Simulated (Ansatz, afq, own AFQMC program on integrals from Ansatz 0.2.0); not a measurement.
**Fe, quintet → Fe, septet**

A free Fe atom.

E(septet, charge +0) − E(quintet, charge +0) at this geometry, on UHF and UHF determinants.

Basis def2-SVP. Only valence electrons are correlated. Integrals, coupled cluster, full CI and functionals: Ansatz 0.2.0; the random walks run on the same integrals in our own AFQMC program. ph-AFQMC/CISD is guided by a CISD state made of CCSD amplitudes; releasing the constraint for a short imaginary time cuts its bias at the price of noise, slowly where states lie close. Uncertainties: one standard error, sampling alone. The metal's outer-core s and p shells are frozen, which shifts wave-function levels against functionals. The errors of all members are added in quadrature.

Full CI on the same integrals is exact in this basis and with this determinant's frozen core.

Errors are counted within def2-SVP, not against nature.

Cautions: no relativity below Rb; outer-core shells of the metal frozen; Fe (quintet): the released energies are still falling, so no released level is given (meV from the phaseless value at times in 1/Eh: -1.4 ± 1.7 at 0.60, 2 ± 3 at 1.20, -5.3 ± 1.8 at 2.00, -13 ± 5 at 3.00, -15 ± 3 at 4.20); Fe (septet): another spin lies lower, the ph-AFQMC/CISD walk drifts between its halves (2.2 errors), the released energy hasn't reached full CI (69 meV above it at 4.20 1/Eh), so no released level is given (meV from the phaseless value at times in 1/Eh: -7 ± 3 at 0.60, -4 ± 3 at 1.20, -13 ± 8 at 2.00, -7 ± 3 at 3.00, -6 ± 7 at 4.20), its ph-AFQMC/CISD value lies 74.5 ± 2.3 meV above full CI.

Reference (full CI): 69.6 kcal/mol.

```
        level  vertical spin gap (kcal/mol)  error against FCI (kcal/mol)
           HF                          53.6                         -16.0
          MP2                          66.3                          -3.3
         CCSD                          71.3                           1.7
      CCSD(T)                          71.2                           1.6
        CCSDT                          69.7                           0.1
     CCSDT(Q)                          69.6                           0.0
       CCSDTQ                          69.6                           0.0
  ph-AFQMC/HF                    71.8 ± 0.4                     2.2 ± 0.4
ph-AFQMC/CISD                   71.2 ± 0.06                    1.5 ± 0.06
```

Correlation beyond CCSD(T) takes off 1.6 kcal/mol. The perturbative (T) step is worth −0.1 kcal/mol.

CCSDT and higher add their correlation energy to the determinant of the CCSD(T) run, since their own runs factorise the integrals more tightly (a shift of under 2 meV). A walk keeps the symmetry of its determinant, which the program's search chose and which needn't be the lowest solution, so a lower state of the same spin and another symmetry isn't excluded.
